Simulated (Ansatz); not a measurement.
in.yaml

```yaml
crystal:
  periodic: [false, false, false]
  atoms:
    - {symbol: Cl, position_ang: [0.000000, 0.000000, 1.755629]}
    - {symbol: B, position_ang: [0.000000, 0.000000, 0.070266]}
    - {symbol: Si, position_ang: [0.000000, 0.000000, -1.825895]}
basis:
  gaussian: {orbitals: cc-pVTZ}
total_charge: 1
magnetization: {spin_polarized: false, initial_magnetization: 1}
correlation: {method: ccsdt_q, electrons: outside_noble_gas}
```

```sh
$ ansatz run in.yaml --threads 2 --pin off --events-out ev --progress --plain --max-ram 16896MiB --backend cuda --devices 0, --max-vram 18GiB
```

Output:

```
1153 factors; integrals over basis functions are off by at most 1.4e-7 eV
mean field evaluation 1: about -21026.7894 eV, gradient 2.3e1 eV
mean field evaluation 2: about -21026.7956 eV, gradient 2.3e1 eV
mean field evaluation 4: about -21029.1983 eV, gradient 2.8e0 eV
mean field evaluation 8: about -21029.2475 eV, gradient 8.0e-4 eV
mean field evaluation 16: about -21029.2392 eV, gradient 2.9e-1 eV
mean field evaluation 32: about -21029.2471 eV, gradient 2.3e-1 eV
mean field evaluation 64: about -21029.2475 eV, gradient 5.7e-6 eV
mean field evaluation 96: about -21026.6580 eV, gradient 9.0e-5 eV
mean field evaluation 128: about -21018.6007 eV, gradient 4.3e0 eV
mean field evaluation 160: about -21029.2014 eV, gradient 2.8e0 eV
...
cycle   9  -10.42858065 eV  change    2.9e-4 eV  update   4.6e-4
cycle  10  -10.42929370 eV  change   -7.1e-4 eV  update   2.6e-4
cycle  11  -10.42857265 eV  change    7.2e-4 eV  update   1.5e-4
cycle  12  -10.42870622 eV  change   -1.3e-4 eV  update   8.3e-5
cycle  13  -10.42870105 eV  change    5.2e-6 eV  update   5.2e-5
cycle  14  -10.42872020 eV  change   -1.9e-5 eV  update   2.9e-5
cycle  15  -10.42872985 eV  change   -9.7e-6 eV  update   1.7e-5
cycle  16  -10.42873184 eV  change   -2.0e-6 eV  update   6.3e-6
cycle  17  -10.42873038 eV  change    1.5e-6 eV  update   2.9e-6
cycle  18  -10.42872938 eV  change    1.0e-6 eV  update   1.4e-6
perturbative correction -0.02430935 eV, -0.0008933522 hartree
Total energy: -21039.70057717 eV, -773.1947349897 hartree
```

Ran on 2 threads of AMD EPYC 7R13 with a shared H100 80 GB, shared host: 41 s wall, 1.5 GiB peak host memory.
